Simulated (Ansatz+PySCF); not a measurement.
Values are calculated unless marked as measured or tabulated.
This PySCF input gave a total energy of -113.13666 hartree.

```python
from pyscf import gto, scf

mol = gto.M(atom="""
C 0.000000 0.447100 -0.300130
H 0.000000 1.373790 0.181170
O 0.000000 -0.507050 0.202450
""", basis='def2-svp', charge=0, spin=1)
mf = scf.ROHF(mol)
mf.kernel()
print(mf.converged, mf.e_tot, mf.spin_square()[0])
```

(1) Write an input for Ansatz with the same method and basis set.

Answers

(1)

```yaml
crystal:
  periodic: [false, false, false]
  atoms:
    - { symbol: C, position_ang: [0.0, 0.4471, -0.30013] }
    - { symbol: H, position_ang: [0.0, 1.37379, 0.18117] }
    - { symbol: O, position_ang: [0.0, -0.50705, 0.20245] }
basis:
  gaussian: { orbitals: def2-SVP }
magnetization:
  initial_magnetization: 1
hamiltonian:
  xc: hf
scf:
  omitted_lower_state_checks: [stability, starts, atomic_configurations, cluster_reference, orbital_swaps, given_window_search, neighbouring_geometries, increment]
```

Ansatz (development build ahead of 0.2.0) gave -113.13666 hartree, 0.03 meV from the first.
